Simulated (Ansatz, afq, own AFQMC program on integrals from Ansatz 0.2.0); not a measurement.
Two steps: Ansatz 0.2.0 writes the Fock matrix and Cholesky factors of the valence space, and afq projects on them the lowest state that overlaps trial and start.

```yaml
crystal:
  periodic: [false, false, false]
  atoms:
    - {symbol: H, position_ang: [0.000000, 0.000000, -0.933667]}
    - {symbol: H, position_ang: [0.000000, 0.000000, -0.018667]}
    - {symbol: H, position_ang: [0.000000, 0.000000, 0.952333]}
basis:
  gaussian: {orbitals: cc-pVTZ}
magnetization: {spin_polarized: true, initial_magnetization: 1}
correlation: {method: ccsd_t, electrons: outside_noble_gas, hamiltonian_folder: ham}
```

```sh
$ ansatz run in.yaml --threads 1 --pin off --events-out ev --progress --plain --max-ram 24576MiB --backend cuda --devices 0, --max-vram 18GiB
```

Options of the walk:

```
--method phaseless --trial cisd --walkers 4000 --populations 20 --least-time 60 --time-step 0.005 --steps-per-block 50 --equilibration-blocks 28 --max-blocks 4000 --target-error 0.00011 --factor-cut 1e-05 --start spin_pure --seed 9456 --release-times 0.24,0.51,0.99,1.62,2.4 --release-step 0.03 --release-every 3 --taylor-order 6
```

Times are imaginary, in 1/Eh. The walk had a cap of 126 s. With eight or more populations the least sampling time is a fifth of least-time, and the error comes from their spread.

```
orbitals 42  electrons 2 1  factors 217 of 217
reference energy -1.60493610 Eh
CCSD correlation -0.05081491 Eh in 9 cycles, weight of the determinant in the CISD state 0.9673
energy of the start -1.655697 Eh
 block  time / (1/Eh)  mean weight  energy / Eh
     1     0.250  1.0000  -1.655774
     2     0.500  0.9999  -1.655896
     3     0.750  1.0000  -1.655995
     4     1.000  0.9999  -1.656082
     5     1.250  1.0001  -1.656143
    12     3.000  0.9997  -1.656288
    19     4.750  1.0000  -1.656297
    26     6.500  1.0002  -1.656277
    33     8.250  0.9998  -1.656258
    40    10.000  1.0003  -1.656247
    41    10.250  1.0001  -1.656246
    47    11.750  0.9995  -1.656298
    54    13.500  0.9999  -1.656282
    61    15.250  1.0001  -1.656330
    68    17.000  1.0000  -1.656298
    75    18.750  1.0001  -1.656318
    76    19.000  1.0000  -1.656350
    78    19.500  1.0001  -1.656288
error from the spread of 20 populations
released: time / (1/Eh)  energy / Eh  error  mean overlap
  0.24  -1.656299  0.000005  0.9997
  0.51  -1.656296  0.000006  0.9988
  0.99  -1.656302  0.000005  0.9975
  1.62  -1.656307  0.000005  0.9949
  2.40  -1.656308  0.000004  0.9942
energy -1.656292 +/- 0.000007 Eh
(rows thinned)
```

**Question.** Estimate how long the walk took on 1 × NVIDIA H100 80GB HBM3 with 2 threads of AMD EPYC 7R13 Processor (Zen 3), on a shared host (the card was shared).

**Answer.** 24 s of wall time.

The run passed its tests (sampling time, drift between the halves within three errors, error under three times the target), which doesn't prove that it has relaxed.

Against this walk (error 0.2 meV) on the same determinant: CCSD(T) 2.5 meV higher, full CI 0.7 meV lower. The error is statistical and leaves out the bias of the constraint. Released to 2.40 1/Eh the energy lies 0.45 ± 0.22 meV (both errors) below the phaseless value, which shows part or all of the bias of the constraint, and full CI lies 0.3 meV below the released value.

Cautions: constraint bias not in the error.

A walk keeps the symmetry of its determinant, which the program's search chose and which needn't be the lowest solution, so a lower state of the same spin and another symmetry isn't excluded.
